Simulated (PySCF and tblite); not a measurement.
Results of a calculation; reference values are marked as such.
C3H5NO, numbered as in [N:1]#[C:2][CH2:3][CH2:4][OH:5].

The ensemble was built from 90 distance-geometry starts (ETKDG and KDG, MMFF94s, GFN2-xTB) and rests on PBE0-D3(BJ)/def2-SVP geometries. Weights use PBE0-D3(BJ)/def2-TZVP energies plus GFN2-xTB zero-point and thermal terms (modes under about 100 cm⁻¹ blended into free rotors). Symmetry numbers and mirror images are counted. Conformers within 4 kcal/mol (GFN2-xTB free energy) were kept, 7 at most. Couplings: B3LYP/pcSseg-1 with pcJ-1 on H (gas phase; spin-dipole term only for pairs with B, N, F, Si or P). Couplings are for ¹H; a prime marks the second kind of pair between the same two sets of atoms. Programs: PySCF with density fitting and tblite.

Torsions listed: C2–C3–C4–O5, C3–C4–O5–H5. Of a mirror pair one member is shown.

```tsv
conformer	shape	weight %
1	60°, -67°	73.3
2	180°, -179°	9.8
3	-177°, -72°	8.0
4	65°, -164°	6.7
5	56°, 64°	2.2
```

(1) Give the couplings in each conformer and the averages at 298.15 K (pairs that fast motion interchanges averaged).

Results:

(1) 
```tsv
coupling	pairs	1	2	3	5	average (Hz)
²J(H3,H3)	1	-18.7	-18.8	-18.3	-19.6	-18.7
³J(H3,H4)	2	7.8	5.9	5.6	8.2	7.4
³J(H3,H4′)	2	4.0	14.0	13.6	4.3	5.9
⁴J(H3,H5)	2	-0.7	-0.6	-0.2	-0.4	-0.7
²J(H4,H4)	1	-13.5	-8.4	-13.9	-13.8	-13.0
³J(H4,H5)	2	10.2	1.2	10.7	10.2	9.3
```
